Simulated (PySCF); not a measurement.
**State search for LiP**

Unrestricted PBE0; Li def2-TZVP, P def2-TZVP; no relativity (PySCF 2.14). Outer shells of the fragments: Li 2s1; P 3s2 3p3.

Followed along the bond (rough minima from three points):

```
2Ms+1  unpaired  ⟨S²⟩ at the start  R at minimum (Å)  Te (eV)
    3      π ↑↑               2.01              2.33     0.00
    1      π ↑↓               1.01              2.32     0.30
    3  σ ↑, π ↑               2.01              2.19     0.66
    1  σ ↓, π ↑               1.01              2.21     0.98
    1      none               0.00              2.31     1.39
```

Solutions found at the starting distance of 2.350 Å, counted from the lowest of them; the search is not exhaustive and high or unbound solutions are not listed, so other states can lie among these:

```json
{"2Ms+1": "3", "unpaired": "π ↑↑", "term": "³Σ⁻", "E (eV)": "0.00", "⟨S²⟩": "2.01", "⟨Lz²⟩": "0.00", "μ (D)": "-6.84"}
{"2Ms+1": "1", "unpaired": "π ↑↓", "term": "mixed", "E (eV)": "0.30", "⟨S²⟩": "1.01", "⟨Lz²⟩": "2.03", "μ (D)": "-6.82"}
{"2Ms+1": "3", "unpaired": "σ ↑, π ↑", "term": "³Π", "E (eV)": "0.72", "⟨S²⟩": "2.01", "⟨Lz²⟩": "1.02", "μ (D)": "-6.82"}
{"2Ms+1": "1", "unpaired": "σ ↓, π ↑", "term": "mixed", "E (eV)": "1.03", "⟨S²⟩": "1.01", "⟨Lz²⟩": "1.02", "μ (D)": "-6.84"}
{"2Ms+1": "1", "unpaired": "none", "term": "mixed", "E (eV)": "1.40", "⟨S²⟩": "0.00", "⟨Lz²⟩": "2.01", "μ (D)": "-6.62"}
{"2Ms+1": "5", "unpaired": "σ ↑↑, π ↑↑", "term": "⁵Σ⁻", "E (eV)": "2.26", "⟨S²⟩": "6.00", "⟨Lz²⟩": "0.00", "μ (D)": "4.34"}
{"2Ms+1": "3", "unpaired": "σ ↑↑, π ↑↓", "term": "mixed", "E (eV)": "2.95", "⟨S²⟩": "3.02", "⟨Lz²⟩": "2.03", "μ (D)": "4.43"}
{"2Ms+1": "1", "unpaired": "σ ↓↓, π ↑↑", "term": "mixed", "E (eV)": "2.96", "⟨S²⟩": "2.02", "⟨Lz²⟩": "0.00", "μ (D)": "4.55"}
{"2Ms+1": "5", "unpaired": "σ ↑, π ↑↑↑", "term": "⁵Π", "E (eV)": "3.59", "⟨S²⟩": "6.00", "⟨Lz²⟩": "1.00", "μ (D)": "1.31"}
{"2Ms+1": "3", "unpaired": "σ ↑, π ↑", "term": "³Π", "E (eV)": "3.63", "⟨S²⟩": "2.01", "⟨Lz²⟩": "1.01", "μ (D)": "4.36"}
{"2Ms+1": "1", "unpaired": "σ ↓, π ↑", "term": "mixed", "E (eV)": "3.66", "⟨S²⟩": "1.01", "⟨Lz²⟩": "1.01", "μ (D)": "4.52"}
{"2Ms+1": "3", "unpaired": "σ ↑↑", "term": "mixed", "E (eV)": "4.19", "⟨S²⟩": "2.01", "⟨Lz²⟩": "2.01", "μ (D)": "4.43"}
{"2Ms+1": "3", "unpaired": "σ ↑, π ↑↑↓", "term": "mixed", "E (eV)": "4.26", "⟨S²⟩": "3.02", "⟨Lz²⟩": "3.03", "μ (D)": "1.30"}
```

A term symbol is given only where ⟨S²⟩ and ⟨Lz²⟩ are close to those of a pure state; real π, δ and φ orbitals otherwise mix terms. A positive dipole means Li(−)P(+).

Counting both spins, an empty level lies below a filled one in some of these solutions, because spin and occupation are held.
